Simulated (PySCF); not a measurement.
P2, SMILES P#P (connectivity only; charge and spin as stated), charge +1, multiplicity 2.

The structure is a stationary point at B3LYP-D3(BJ)/def2-TZVPD. The multiplicity is an assumed one; other spin states were not compared.

Computed with B3LYP/def2-TZVPD (PySCF).

Gas-phase values at a fixed geometry.

Computed frontier levels, dipole moment and polarisability:
* **α spin, highest occupied and lowest empty level**: -14.86 and -10.44 eV
* **β spin, highest occupied and lowest empty level**: -14.66 and -12.80 eV
* **dipole moment about the centre of nuclear charge**: 0.00 D
* **mean static polarisability**: 40.1 bohr³ (5.94 Å³)
* **polarisability, principal values**: 30.1, 34.1, 55.9 bohr³
* **⟨S²⟩**: 0.753 (pure state 0.75)
